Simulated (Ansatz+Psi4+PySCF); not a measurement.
```xyz
2

Li    0.0000    0.0000    1.3865
Li    0.0000    0.0000   -1.3865
```

Basis set: cc-pCVTZ (spherical functions). All electrons are correlated. Charge 0, multiplicity 1.

Computed with Ansatz (development build ahead of 0.2.0); free ground-state atoms in the same class of orbitals, no zero-point energy, no relativity.

The atomization energy of singlet Li₂ from measured heats of formation, zero-point and thermal terms removed is 1.057 eV (G2/97 set, Curtiss et al., J. Chem. Phys. 106, 1063 (1997), as shipped with ASE); it holds spin-orbit and other relativistic effects.

(1) How far do RHF-CCSD(T), RHF-CCSD, RHF-MP2 miss it in this basis?

Results:

(1)

```tsv
method	atomization energy (eV)	computed − measured (eV)
RHF-CCSD(T)	1.034	-0.023
RHF-CCSD	1.022	-0.035
RHF-MP2	0.763	-0.294
```

Caution: unrestricted orbitals would lower the determinant.
